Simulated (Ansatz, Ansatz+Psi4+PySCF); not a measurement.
| atom | x (Å) | y (Å) | z (Å) |
| --- | --- | --- | --- |
| F | 0.0000 | 0.0000 | 0.7103 |
| F | 0.0000 | 0.0000 | -1.4206 |

Basis set: cc-pVTZ (spherical functions). Frozen core: 2 orbitals. Charge 0, multiplicity 1.

Computed with Ansatz (development build ahead of 0.2.0); each method stands on the lowest determinant of its kind that the runs found. Restricted open shells among the atoms or ions are ROHF, correlated in semicanonical orbitals with singles.

The atomization energy at this shape (free ground-state atoms in the same class of orbitals less the molecule, no zero-point energy) of singlet F₂:

```
     method  atomization energy
RHF-CCSD(T)         29.4 kJ/mol
   RHF-CCSD        -89.4 kJ/mol
UHF-CCSD(T)          1.0 kJ/mol
   UHF-CCSD         -1.3 kJ/mol
    UHF-MP2         -3.5 kJ/mol
        UHF        -10.7 kJ/mol
```

Task: What does RHF-MP2 give?

Result: -35.2 kJ/mol. Caution: the shape is not the minimum. Caution for RHF-CCSD(T), RHF-CCSD, RHF-MP2: an unrestricted determinant lies well below; large amplitudes, a single reference is doubtful. Caution for RHF-CCSD(T), RHF-CCSD: the amplitudes may be one of several solutions. Caution for UHF-CCSD(T): another reference gives a lower total. Caution for UHF-CCSD(T), UHF-CCSD, UHF-MP2, UHF: the determinant breaks the point group; the unrestricted determinant is a mixture of spin states. Caution for UHF-CCSD(T), UHF-CCSD: the program doubts this total.
